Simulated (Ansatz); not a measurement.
# BH2Et (C₂H₇B): structure and electronic state

Aim: characterise BH2Et (C₂H₇B) as a singlet: its structure, frontier levels and distribution of charge.

The runs use Ansatz 0.2.0, Gaussian basis; RKS PBE0-D4/def2-TZVP.

The runs, in order: relaxation at PBE-D4/def2-TZVP; a search for the lowest solution at PBE0-D4/def2-SVP; a single point at PBE0-D4/def2-TZVP.

1 further run of the same task is left out (it didn't finish).

## (1) The system as given

10 atoms, charge 0, spin multiplicity 1.

Atoms are counted from 1 here; the program's logs count them from 0.

Bond lengths: B1–H2 1.170 Å, B1–H3 1.169 Å, B1–C4 1.575 Å, C4–C5 1.541 Å, C4–H6 1.092 Å, C4–H7 1.092 Å, C5–H8 1.088 Å, C5–H9 1.088 Å, C5–H10 1.088 Å. Angles: H2–B1–H3 119.4°, H2–B1–C4 120.0°, H3–B1–C4 120.5°, B1–C4–C5 108.1°, B1–C4–H6 113.2°, B1–C4–H7 112.6°, C5–C4–H6 107.7°, C5–C4–H7 107.5°, H6–C4–H7 107.4°, C4–C5–H8 110.4°, C4–C5–H9 110.6°, C4–C5–H10 110.6°, H8–C5–H9 108.4°, H8–C5–H10 108.5°, H9–C5–H10 108.3°.

As a file:

```xyz
10
C2H7B
B     0.6189    1.1656    0.5516
H     1.7880    1.1592    0.5154
H     0.0476    2.1838    0.4845
C    -0.1744   -0.1934    0.6108
C    -0.3341   -0.7187   -0.8295
H    -1.1728   -0.0903    1.0399
H     0.3491   -0.9609    1.1845
H    -0.8779   -1.6612   -0.8311
H    -0.8831   -0.0036   -1.4382
H     0.6388   -0.8806   -1.2879
```

The start is a GFN2-xTB geometry.

## (2) Optimising with PBE-D4/def2-TZVP

The input, in.yaml:

```yaml
crystal:
  periodic: [false, false, false]
  atoms:
    - {symbol: B, position_ang: [0.618890, 1.165580, 0.551600]}
    - {symbol: H, position_ang: [1.788030, 1.159240, 0.515370]}
    - {symbol: H, position_ang: [0.047570, 2.183780, 0.484540]}
    - {symbol: C, position_ang: [-0.174350, -0.193390, 0.610760]}
    - {symbol: C, position_ang: [-0.334140, -0.718690, -0.829460]}
    - {symbol: H, position_ang: [-1.172780, -0.090260, 1.039920]}
    - {symbol: H, position_ang: [0.349070, -0.960890, 1.184490]}
    - {symbol: H, position_ang: [-0.877930, -1.661160, -0.831080]}
    - {symbol: H, position_ang: [-0.883130, -0.003590, -1.438210]}
    - {symbol: H, position_ang: [0.638770, -0.880620, -1.287920]}
basis:
  gaussian: {orbitals: def2-TZVP}
hamiltonian: {xc: pbe, dispersion: d4}
scf: {lower_state_search: "off"}
output: {orbitals: {seedname: orbitals}}
relax: {f_tol: 0.02, max_steps: 100}
```

Command:

```sh
> ansatz run in.yaml --threads 4 --pin off --events-out ev --progress --plain --max-ram 3916MiB
```

After this run come: Searching for the lowest solution, PBE0-D4/def2-SVP; Single point, PBE0-D4/def2-TZVP.

**Question.** What will the summary of the whole plan be? Wanted: point group; commonest bond, hydrogen aside; HOMO, LUMO at PBE0-D4/def2-TZVP; dipole at PBE-D4/def2-TZVP.

The runs gave:

| quantity | value |
| --- | --- |
| point group | Cs |
| commonest bond, hydrogen aside | C–C, 1 of mean length 1.559 Å |
| HOMO, LUMO at PBE0-D4/def2-TZVP | -8.78, -1.23 eV |
| dipole at PBE-D4/def2-TZVP | 0.92 D |

What this shows: The molecule keeps its bonding pattern by the stored test; the atoms moved 0.06 Å (rms). No usable vibrations, so a minimum isn't proven. The point group is read from a loosely relaxed geometry; soft torsions can leave it below the true symmetry.
